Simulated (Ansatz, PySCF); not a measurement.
System: CHO, net charge 0, doublet state. It need not be the lowest isomer of its formula. 
Coordinates optimised at B3LYP-D3(BJ)/def2-TZVP (Ansatz, a quantum-chemistry and plane-wave program):
```xyz
3

C      0.0497     0.5837    -0.0011
O      0.0741    -0.5878    -0.0009
H     -0.8911     1.2003     0.0145
```
Charge 0, spin multiplicity 2.

Wanted: vertical ionisation energy (to the singlet state of charge +1; each state is the SCF solution reached for its spin; for the singlet the Hartree-Fock reference is unstable and T1 is 0.023), in eV. Cores are frozen in the correlated levels unless marked. Open shells are spin-unrestricted. Spin-orbit coupling is left out. Non-relativistic. CBS(X,Y): correlation extrapolated as X^-3; Hartree-Fock from the larger set.

CCSD(T)/CBS(aug-cc-pVTZ,aug-cc-pVQZ) (Ansatz) gives 9.27 eV.

### Question
Another calculation gave 9.83 eV. Which level was it?
(A) BHLYP/def2-TZVPD (Ansatz)
(B) M06-2X/def2-TZVPD (PySCF)
(C) B3LYP/def2-TZVPD (Ansatz)
(D) wB97M-V/def2-TZVPD (Ansatz)

### Answer
A, BHLYP/def2-TZVPD (Ansatz). The others give 9.71 (B3LYP), 9.45 (wB97M-V), 9.58 (M06-2X) eV.
